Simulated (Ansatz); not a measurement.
Gas-phase electronic energies from Ansatz, PBE0-D4/def2-TZVP geometries. CBS: MP2 limit from def2 TZ/QZ plus the TZ coupled-cluster correction, frozen cores. This one scheme is used for every species. Functionals use def2-TZVPP. HSE06 is defined as in plane-wave codes. One conformer a species, not always the lowest.

Consider the hydrogenolysis of a C–F bond: `FC(F)=NP` + H₂ → `F/C=N/P` + H–F.

```tsv
level	ΔE (kcal/mol)
LDA (SPW92)	-9.3
HSE06-D4	-13.2
BHLYP-D4	-14.3
ωB97X-V	-12.6
```

Q: What does CCSD(T)/CBS give? (An estimate is asked.)

A: Computed: -17.4 kcal/mol. The listed levels differ from it by 8.1, 4.2, 3.1, 4.8 kcal/mol.

Largest T1 diagnostic among the species: 0.014.

At CCSD(T), def2-SVP lies +6.9 kcal/mol from the extrapolated value and def2-TZVPP +1.4 kcal/mol. Leaving LDA and LC-ωPBE aside and taking each functional with its dispersion term where it has one, the values, not all of them listed here, spread over 4.3 kcal/mol, from PBE-QIDH to r2SCAN-D4. LDA lies +2.8 kcal/mol from PBE without D4.
